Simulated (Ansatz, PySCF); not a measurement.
Breaking a bond: SMILES C[SiH3] (CH6Si). The C1–H8 bond (C1 also carries H, H, Si; H8 carries nothing else) is pulled apart rigidly from the PBE0/def2-TZVP optimised geometry. Each curve is given relative to its own lowest point near equilibrium.

| R / Å | A | B | C | D |
|---|---|---|---|---|
| 0.83 | 194.3 | 208.7 | 186.3 | 189.3 |
| 0.86 | 143.0 | 154.4 | 135.4 | 138.3 |
| 0.92 | 70.0 | 76.8 | 63.6 | 66.1 |
| 0.98 | 27.2 | 30.7 | 22.6 | 24.4 |
| 1.03 | 8.2 | 9.9 | 5.5 | 6.6 |
| 1.04 | 5.9 | 7.2 | 3.6 | 4.5 |
| 1.09 | 0.1 | 0.3 | 0.0 | 0.0 |
| 1.10 | 0.0 | 0.0 | 0.4 | 0.1 |
| 1.17 | 6.8 | 5.9 | 10.7 | 8.8 |
| 1.18 | 8.7 | 7.7 | 13.1 | 11.0 |
| 1.26 | 29.7 | 28.3 | 38.6 | 34.1 |
| 1.34 | 58.0 | 56.6 | 71.8 | 64.5 |
| 1.47 | 111.7 | 110.8 | 134.3 | 121.4 |
| 1.64 | 185.2 | 185.6 | 220.2 | 198.2 |
| 1.83 | 262.3 | 265.1 | 293.3 | 277.2 |
| 1.95 | 306.3 | 310.8 | 320.0 | 321.2 |
| 2.18 | 379.2 | 387.6 | 348.8 | — |
| 2.41 | 426.0 | 450.3 | 362.0 | — |
| 2.65 | 450.0 | 502.2 | 368.4 | — |
| 2.96 | 463.6 | 552.8 | 371.7 | — |
| 3.29 | 469.2 | 591.3 | 373.0 | — |
| 3.76 | 472.0 | 626.9 | 373.6 | — |

Energies in kJ/mol.

Question: Assign the columns to these levels of theory: CCSD on RHF/cc-pVTZ, frozen core (Ansatz, an electronic-structure program); restricted LDA (SVWN5)/6-31G*, spherical d run with PySCF; UHF/cc-pVTZ in Ansatz; Ansatz with unrestricted PBE/cc-pVTZ.

Answer: A is UKS-PBE; B is RKS-LDA (SVWN5)/6-31G*; C is UHF; D is RCCSD.

Dashes: no converged value, or the column stops at the first point that the program doubted or that broke a chosen test of continuity, which isn't proof of a fault.

The unrestricted determinant behind UHF is spin-contaminated at 1.83 to 3.76 Å (<S²> up to 1.0, against 0.00 for a pure singlet). The T1 diagnostic of CCSD on the restricted reference of RCCSD exceeds 0.045 at 2.65 to 3.76 Å. The unrestricted determinant behind UKS-PBE is spin-contaminated at 2.41 to 3.76 Å (<S²> up to 1.0, against 0.00 for a pure singlet). The restricted form behind RKS-LDA (SVWN5)/6-31G* keeps the bonding electrons paired and can't separate into open-shell fragments.
